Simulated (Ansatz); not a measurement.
**C₂H₂F₄: one species, many methods**

The task here is to estimate one member of a computed series from the others.

Computed with Ansatz 0.2.0, Gaussian basis. Level: functionals in def2-TZVPP, the program's frozen cores in correlated methods.

Plan: PBE-D4, r2SCAN-D4, PBE0-D4, B3LYP-D4, ωB97X-V, ωB97M-V, B2PLYP; CCSD(T)/def2-TZVPP; MP2/def2-QZVPP; extrapolation to the limit.

### The relaxed structure

All runs share one geometry, relaxed beforehand with PBE0-D4 in a triple-zeta def2 set.

SMILES `FC(F)C(F)F`, 8 atoms, charge 0, spin multiplicity 1.

Atoms are counted from 1 here; the program's logs count them from 0.

Bond lengths: F1–C2 1.348 Å, C2–F3 1.348 Å, C2–C4 1.522 Å, C2–H7 1.095 Å, C4–F5 1.348 Å, C4–F6 1.348 Å, C4–H8 1.095 Å. Angles: F1–C2–F3 108.4°, F1–C2–C4 108.8°, F1–C2–H7 109.5°, F3–C2–C4 108.7°, F3–C2–H7 109.5°, C4–C2–H7 111.9°, C2–C4–F5 108.7°, C2–C4–F6 108.8°, C2–C4–H8 111.9°, F5–C4–F6 108.4°, F5–C4–H8 109.5°, F6–C4–H8 109.5°.

Geometry (Å):

```xyz
8
C2H2F4
F     0.1010   -1.0545    1.3984
C     0.5715   -0.3331    0.3619
F     1.1671   -1.1746   -0.5061
C    -0.6003    0.3417   -0.3368
F    -0.1293    1.0643   -1.3724
F    -1.1970    1.1820    0.5315
H     1.3036    0.3950    0.7257
H    -1.3316   -0.3865   -0.7020
```

The first run:

File in.yaml:

```yaml
crystal:
  periodic: [false, false, false]
  atoms:
    - {symbol: F, position_ang: [0.100967, -1.054474, 1.398380]}
    - {symbol: C, position_ang: [0.571536, -0.333117, 0.361863]}
    - {symbol: F, position_ang: [1.167126, -1.174603, -0.506132]}
    - {symbol: C, position_ang: [-0.600282, 0.341692, -0.336845]}
    - {symbol: F, position_ang: [-0.129346, 1.064278, -1.372379]}
    - {symbol: F, position_ang: [-1.196967, 1.182030, 0.531462]}
    - {symbol: H, position_ang: [1.303607, 0.394981, 0.725720]}
    - {symbol: H, position_ang: [-1.331641, -0.386487, -0.701969]}
basis:
  gaussian: {orbitals: def2-TZVPP}
hamiltonian: {xc: pbe, dispersion: d4}
output: {forces: true, orbitals: {seedname: orbitals}}
```

Run with:

```bash
ansatz run in.yaml --threads 4 --pin off --events-out ev --progress --plain --max-ram 10444MiB
```

Steps of the session up to this table: PBE-D4 (GGA); r2SCAN-D4 (meta-GGA); PBE0-D4 (hybrid); B3LYP-D4 (hybrid); ωB97X-V (range-separated); ωB97M-V (range-separated); B2PLYP (double hybrid); CCSD(T) in def2-TZVPP; MP2 in def2-QZVPP.

One table of the session follows, with a row left open; its other results are not shown here.

| method | atomisation energy (kJ/mol) |
| --- | --- |
| PBE-D4 | 3301.2 |
| r2SCAN-D4 | 3180.1 |
| PBE0-D4 | 3177.2 |
| B3LYP-D4 | 3139.4 |
| ωB97X-V | 3173.0 |
| ωB97M-V | ? |
| B2PLYP | 3123.6 |
| HF/def2-TZVPP | 2178.3 |
| MP2/def2-TZVPP | 3202.4 |
| CCSD/def2-TZVPP | 3007.1 |
| CCSD(T)/def2-TZVPP | 3070.8 |
| MP2/CBS | 3289.8 |
| CCSD(T)/CBS | 3158.2 |

**Question.** Estimate the row for ωB97M-V.

As computed: atomisation energy (kJ/mol): 3172.5. In the column «atomisation energy (kJ/mol)» it lies between CCSD(T)/CBS (3158.2) and ωB97X-V (3173.0).
